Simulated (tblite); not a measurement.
Compound: trisilane, Si3H8.
SMILES: `[SiH3][SiH2][SiH3]`

Calculated harmonic vibrations of the isolated species, GFN2-xTB (tblite), most abundant isotopes, no scaling. The method is semi-empirical: single wavenumbers can be off by several per cent or more. Modes of hydrogen on silicon can be 10 to 20 % off.

Harmonic wavenumbers (cm⁻¹): 27.4, 32.4, 98.4, 318.4, 394.6, 405.5, 406.5, 457.5, 473.3, 504.0, 573.9, 622.7, 780.6, 791.6, 813.7, 822.2, 822.7, 832.5, 847.0, 2143.3, 2146.7, 2223.2, 2225.2, 2235.4, 2235.8, 2237.7, 2241.5.

A = 10275, B = 1932, C = 1717 MHz; mass 91.993 u (most abundant isotopes); point group C2v, symmetry number 2.

Zero-point energy?

Half the sum of the wavenumbers: 13857 cm⁻¹ = 39.62 kcal/mol.

Give the ideal-gas entropy at 400 K and 1 bar in the rigid-rotor, harmonic-oscillator model (classical rotation).

Translation 40.96, rotation 26.15, vibration 31.14: S = 98.2 cal/(mol K).

And Cp and H(400 K) − H(0)?

Cp = 35.58 cal/(mol K), of which vibrations give 27.63 (their classical limit is 27 R = 53.7); H(400 K) − H(0) = 9.12 kcal/mol without the zero-point energy, 5.94 from vibrations.

How do the functions run with temperature in this model?

```csv
T (K),S (cal/(mol K)),Cp (cal/(mol K)),H − H(0) (kcal/mol),G − H(0) (kcal/mol),ln q(vib)
50,55.8,12.8,0.54,-2.25,1.17
100,65.2,15.0,1.23,-5.29,2.41
298.15,88.6,30.3,5.75,-20.66,6.27
373.15,95.8,34.4,8.18,-27.57,7.70
500,106.6,39.4,12.87,-40.43,10.03
750,124.0,46.3,23.64,-69.34,14.24
1000,137.9,50.8,35.81,-102.14,17.96
```

q(vib) and H(0) count from the zero-point level.

Blend soft modes into free rotors: weight 1/[1 + (100 cm⁻¹/ν̃)⁴] for the oscillator and the rest for a rotor with moment μB/(μ + B), μ = h/(8π²ν), B = 10⁻⁴⁴ kg m². What vibrational entropy results?

26.56 cal/(mol K) in place of 31.14, which changes −T·S at 400 K by +1.83 kcal/mol.

What must be added to the electronic energy to get the Gibbs energy at 400 K and 1 bar?

ZPE + [H(400 K) − H(0)] − T·S = 39.62 + 9.12 − 39.30 = 9.44 kcal/mol.

Which modes carry the vibrational entropy at 400 K?

27.4 cm⁻¹: 6.59; 32.4 cm⁻¹: 6.26; 98.4 cm⁻¹: 4.06; 318.4 cm⁻¹: 1.82; 394.6 cm⁻¹: 1.45; 405.5 cm⁻¹: 1.40 cal/(mol K); the other 21 give 9.55 together.

Hindered rotation and anharmonicity are outside this model.
